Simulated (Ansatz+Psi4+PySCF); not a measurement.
A calculation with Psi4 1.11.

```
molecule {
1 2
P 0.000000 0.000000 -0.018910
N 0.000000 0.000000 1.806910
}

basis {
assign N cc-pVTZ
assign P cc-pV(T+d)Z
}
set reference rohf
set scf_type pk
energy('scf')
```

The input is written out from the run's settings.

The run gave:

```json
{
  "Converged": "yes",
  "Total energy": "-394.65725 hartree",
  "Spin squared of the determinant": "0.750",
  "Occupied orbitals by symmetry in an Abelian subgroup (alpha; beta)": "7 A1 2 B1 2 B2; 6 A1 2 B1 2 B2"
}
```

This is not the lowest solution: another run reaches a determinant 1.70 eV lower. Caution: an unrestricted determinant lies well below.
